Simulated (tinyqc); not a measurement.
Extended Hueckel theory, for PH3+, step by step. The parameters take no account of the charge, which enters only through the electron count. Computed by tinyqc, a small Python program that keeps every step (integrals from PySCF). Settings: charge = 1, K = 1.5, weighted = 1, multiplicity = 2. Command: `OMP_NUM_THREADS=1 python tinyqc.py 30303 30304 out.jsonl` (the two numbers bound the seeds that draw the settings). One thread of a shared host (Intel(R) Xeon(R) Processor @ 2.60GHz), about 0.01 s of CPU time with the checks.

## Overlaps

Geometry (angstrom):
```
atom          x          y         z
P      0.000000   0.000000  0.732000
H      1.214000   0.000000  0.000000
H     -0.607000   1.051000  0.000000
H     -0.607000  -1.051000  0.000000
```

Parameters chosen for this run:
```
element  shell  Slater exponent   H_ii (eV)
H           1s         1.300000  -13.600000
P           3s         1.750000  -18.600000
P           3p         1.300000  -14.000000
```

Slater orbitals, each expanded in six Gaussians scaled to its exponent.

overlap S, lower triangle:
```
           1P 3s     1P 3px     1P 3py     1P 3pz     2H 1s     3H 1s     4H 1s
1P 3s   1.000000
1P 3px  0.000000   1.000000
1P 3py  0.000000   0.000000   1.000000
1P 3pz  0.000000   0.000000   0.000000   1.000000
2H 1s   0.394370   0.467225   0.000000  -0.281721  1.000000
3H 1s   0.394484  -0.233681   0.404610  -0.281803  0.085999  1.000000
4H 1s   0.394484  -0.233681  -0.404610  -0.281803  0.085999  0.086078  1.000000
```

## Wolfsberg-Helmholz matrix

diagonal H_ii (eV): 1P 3s -18.600000, 1P 3px -14.000000, 1P 3py -14.000000, 1P 3pz -14.000000, 2H 1s -13.600000, 3H 1s -13.600000, 4H 1s -13.600000

K = 1.500000

H_ij = K' S_ij (H_ii + H_jj)/2 for i != j (the diagonal keeps H_ii), with K' = K + D^2 + D^4 (1 - K), D = (H_ii - H_jj)/(H_ii + H_jj), K = 1.5.

H (eV), lower triangle:
```
             1P 3s      1P 3px      1P 3py      1P 3pz       2H 1s       3H 1s       4H 1s
1P 3s   -18.600000
1P 3px    0.000000  -14.000000
1P 3py    0.000000    0.000000  -14.000000
1P 3pz    0.000000    0.000000    0.000000  -14.000000
2H 1s    -9.675284   -9.672916    0.000000    5.832434  -13.600000
3H 1s    -9.678084    4.837870   -8.376608    5.834136   -1.754379  -13.600000
4H 1s    -9.678084    4.837870    8.376608    5.834136   -1.754379   -1.755997  -13.600000
```

## Orbitals

valence electrons = 7

Solve H C = S C e through S^(-1/2); fill by pairs from the bottom, a degenerate level sharing its electrons equally; each orbital has its largest coefficient positive (the first on a tie).

orbital energies (eV): -20.061503  -16.215924  -16.215564  -14.725149  -2.679248  -2.678090  9.977147

occupations: 2.000000  2.000000  2.000000  1.000000  0.000000  0.000000  0.000000

coefficients:
```
              MO1        MO2        MO3        MO4        MO5        MO6        MO7
1P 3s    0.719079   0.000078   0.000000   0.369435   0.000000   0.000415   1.160057
1P 3px  -0.000006   0.612176   0.000000  -0.000033   0.000000   1.087955  -0.000722
1P 3py   0.000000   0.000000   0.612228   0.000000   1.087857   0.000000   0.000000
1P 3pz  -0.017764   0.000033   0.000000   0.859452   0.000000  -0.000343  -0.878049
2H 1s    0.198554   0.431361   0.000000  -0.123365   0.000000  -0.975339  -0.811128
3H 1s    0.198612  -0.215646   0.373544  -0.123320  -0.844379   0.487146  -0.812099
4H 1s    0.198612  -0.215646  -0.373544  -0.123320   0.844379   0.487146  -0.812099
```

sum of one-electron energies = -119.711131 eV

Within a degenerate level the vectors are fixed only up to a rotation; this is one choice.

## Mulliken analysis

P = C n C^T; charge = valence electrons (H 1, P 5) minus the sum of (P S)_ii on the atom; overlap population = 2 sum P_ij S_ij between two atoms.

charges: 1P 0.471009, 2H 0.176331, 3H 0.176330, 4H 0.176330

Overlap populations:
```
pair      value
2-1    0.746551
3-1    0.746631
3-2   -0.015817
4-1    0.746631
4-2   -0.015817
4-3   -0.015832
```
